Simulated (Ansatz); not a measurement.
# CSi (charge -1): a test of scalar relativity

With the Python package of Ansatz (0.2.0).

Contents of `csi.xyz`:
```text
2

Si    0.00000    0.00000    0.00000
C     0.00000    0.00000    1.92500
```

Interactive session:
```pycon
>>> import ansatz as az
>>> import numpy as np
>>> molecule = az.Crystal.molecule_from_extxyz("csi.xyz")
>>> calculation = molecule.calculation()
>>> calculation = calculation.functional("PBE")
>>> calculation = calculation.charge(-1)
>>> calculation = calculation.spin("collinear", total=1).forces()
>>> # a set contracted for a scalar-relativistic Hamiltonian goes with the relativistic run
>>> sets = {"none": "cc-pVTZ", "scalar": "cc-pVTZ-DK"}
>>> found = {kind: calculation.basis(gaussian=basis).pseudopotentials(relativity=kind).run(threads=1).report for kind, basis in sets.items()}
>>> for kind, each in found.items():
...     dipole = 4.803205 * np.linalg.norm(each["charge_distribution"]["dipole_moment_e_ang"])
...     print(f"{kind:7s} E = {each['free_energy_ev']:.4f} eV  dipole {dipole:.3f} D  largest force component {np.abs(each['forces_ev_ang']).max():.4f} eV/A")
...
none    E = -8904.9908 eV  dipole 1.933 D  largest force component 4.2664 eV/A
scalar  E = -8922.0014 eV  dipole 1.947 D  largest force component 4.2594 eV/A
>>> print(f"relativity lowers the total energy by {found['none']['free_energy_ev'] - found['scalar']['free_energy_ev']:.3f} eV")
relativity lowers the total energy by 17.011 eV
```

The settings weren't tested for convergence. The geometry is a force-field or estimated start, not a minimum of this method. The basis set changes with the Hamiltonian (a set recontracted for scalar relativity), and most of the change in the total lies in the cores. The species is open-shell (spin multiplicity 2). The expectation value of S² is noticeably off S(S+1) in at least one run, so that state is spin-contaminated. An ion's dipole depends on the origin; the program takes it about the centre of nuclear charge. The spin state was assumed, and another may lie lower. Anions want diffuse functions, which this basis lacks. Finished in 12 s on 1 thread of AMD EPYC 7R43 64-Core Processor (Zen 3), with other jobs on the host, peak memory 0.19 GiB.
